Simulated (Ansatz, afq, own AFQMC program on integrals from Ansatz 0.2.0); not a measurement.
## CH2Si, singlet: AFQMC among the cluster methods

```yaml
atoms:
  - { symbol: Si, position_ang: [0.0000, 0.0000, 0.5957] }
  - { symbol: C, position_ang: [0.0000, 0.0000, -1.1063] }
  - { symbol: H, position_ang: [0.0000, -0.9093, -1.7078] }
  - { symbol: H, position_ang: [0.0000, 0.9093, -1.7078] }
```

Connectivity, by distances: Si–CH2.

Basis cc-pVDZ. Only valence electrons are correlated. Ansatz 0.2.0 and our own AFQMC program on the same integrals; the CISD trial comes from CCSD amplitudes, and released means the phaseless constraint is let go. Free projection: walkers drawn from exp(T), propagated without any constraint. Its projection time is finite, and what remains of the start isn't in its error. ± is one standard error of the sampling.

Determinant: UHF, the one that the program's search chose, which needn't be the lowest solution. The geometry is a PBE0/def2-TZVP stationary point of this or a neighbouring charge and spin state.

No full CI on the walks' own integrals is used here; CCSDT(Q) serves as the reference and is uncertain by about the last step of the cluster series.

Cautions: an unrestricted solution with more broken spin lies lower (43 meV, ⟨S²⟩ 0.25), while this determinant keeps restricted orbitals.

```
T1 diagnostic                               : 0.0157
weight of the determinant in the CISD state : 0.861
⟨S²⟩ of the determinant                     : 0.000
size of the correlated space                : 10 electrons in 36 orbitals
```

Reference: CCSDT(Q), correlation energy -6.973 eV. The released energy is read at 2.40 1/Eh (meV from the phaseless value at times in 1/Eh: 11 ± 20 at 0.24, 0 ± 17 at 0.51, 16 ± 13 at 0.99, -2 ± 18 at 1.62, 2 ± 16 at 2.40).

| level | E − E(reference) (kJ/mol) | share of correlation (%) |
| --- | --- | --- |
| HF | 672.8 | 0.00 |
| MP2 | 107.2 | 84.07 |
| CCSD | 29.7 | 95.59 |
| CCSD(T) | 4.6 | 99.32 |
| CCSDT | 2.2 | 99.68 |
| ph-AFQMC/HF | 12.5 ± 6.4 | 98.14 |
| ph-AFQMC/CISD | -1.6 ± 1.6 | 100.24 |
| released AFQMC | -1.4 ± 1.5 | 100.21 |
| free AFQMC | 1.3 ± 1.4 | 99.81 |

Free projections are given only where their last times agree within the noise and don't stop above the reference; a slow remainder of the start can still hide under it. A walk keeps the symmetry of its determinant, which the program's search chose and which needn't be the lowest solution, so a lower state of the same spin and another symmetry isn't excluded. Released energies are given only where the last usable release times agree within the noise; a slower fall can still hide under it.
